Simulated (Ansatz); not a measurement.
in.yaml

```yaml
crystal:
  periodic: [false, false, false]
  atoms:
    - {symbol: O, position_ang: [0.000000, -0.058697, -0.008638]}
    - {symbol: H, position_ang: [0.000000, 0.406689, -0.615796]}
    - {symbol: H, position_ang: [0.000000, 0.525031, 0.752912]}
basis:
  gaussian: {orbitals: STO-3G}
magnetization: {spin_polarized: true, initial_magnetization: 0}
hamiltonian: {pseudopotentials: {relativity: scalar}}
correlation: {method: ccsdtq, electrons: outside_noble_gas, diis_vectors: 2}
accuracy: high
scf: {lower_state_search: off}
output: {forces: true}
```

```sh
$ ansatz run in.yaml --threads 1 --pin off --events-out ev --progress --plain --max-ram 2393MiB
```

Problem. Roughly how long does this take on 1 thread of Arm Neoverse V2, shared host, and how much host memory?

Solution. 34 s wall and 0.14 GiB.

```
these checks for a lower state are left out or cut short: starts, cluster_reference, orbital_swaps, neighbouring_geometries, increment
92 factors; integrals over basis functions are off by at most 1.9e-8 eV
mean field evaluation 1: about -2037.5872 eV, gradient 1.2e1 eV
mean field evaluation 2: about -2037.6033 eV, gradient 1.2e1 eV
mean field evaluation 4: about -2038.4682 eV, gradient 2.7e-1 eV
mean field evaluation 8: about -2038.4678 eV, gradient 2.5e-5 eV
mean field -2038.46784182 eV, -74.9123114637 hartree, gradient 5.2e-8 eV, S^2 0.000000; 0 other end points of the search recorded, 0 dependent functions left out
1 core orbitals not correlated: weight in the atoms' cores, before any rotation towards them, 1.000 or more for the frozen orbitals, at most 0.000 for the correlated occupied ones
reference -2038.46784182 eV, -74.9123114637 hartree; 4, 4 occupied and 2, 2 virtual orbitals, 92 factors
second order -0.77978628 eV of doubles, -0.00000000 eV of singles
cycle   1  -0.97895591 eV  change   -2.0e-1 eV  update   2.8e-2
cycle   2  -1.06814217 eV  change   -8.9e-2 eV  update   1.0e-2
cycle   3  -1.07001792 eV  change   -1.9e-3 eV  update   1.5e-3
cycle   4  -1.07002571 eV  change   -7.8e-6 eV  update   3.2e-4
cycle   5  -1.06996144 eV  change    6.4e-5 eV  update   1.0e-4
cycle   6  -1.06997491 eV  change   -1.3e-5 eV  update   9.8e-6
cycle   7  -1.06998376 eV  change   -8.9e-6 eV  update   3.4e-6
cycle   8  -1.06998510 eV  change   -1.3e-6 eV  update   6.9e-7
cycle   9  -1.06998552 eV  change   -4.2e-7 eV  update   2.3e-7
cycle  10  -1.06998553 eV  change   -4.1e-9 eV  update   7.5e-8
cycle  11  -1.06998553 eV  change   3.9e-10 eV  update   1.4e-8
cycle  12  -1.06998553 eV  change   -5.1e-9 eV  update   8.6e-9
cycle  13  -1.06998549 eV  change    3.9e-8 eV  update   9.3e-9
cycle  14  -1.06998548 eV  change    1.1e-8 eV  update   2.8e-9
cycle  15  -1.06998548 eV  change    1.6e-9 eV  update  7.1e-10
cycle  16  -1.06998548 eV  change  -2.1e-10 eV  update  1.3e-10
the calculation of the forces begins
Total energy: -2039.53782730 eV, -74.9516327048 hartree
Relativity: scalar
Atom 0 at     0.000000    -0.058697    -0.008638 Å, force    -0.000000   -20.097677    21.274514 eV/Å
Atom 1 at     0.000000     0.406689    -0.615796 Å, force     0.000000    18.254218   -23.146653 eV/Å
Atom 2 at     0.000000     0.525031     0.752912 Å, force     0.000000     1.843459     1.872139 eV/Å
Dipole moment:     0.000000     0.368452    -0.021245 e Å
Checks for a lower state left out: starts, cluster_reference, orbital_swaps, neighbouring_geometries, increment
```

Forces (eV/Å):
```
O     0.000 -20.098  21.275
H     0.000  18.254 -23.147
H     0.000   1.843   1.872
```
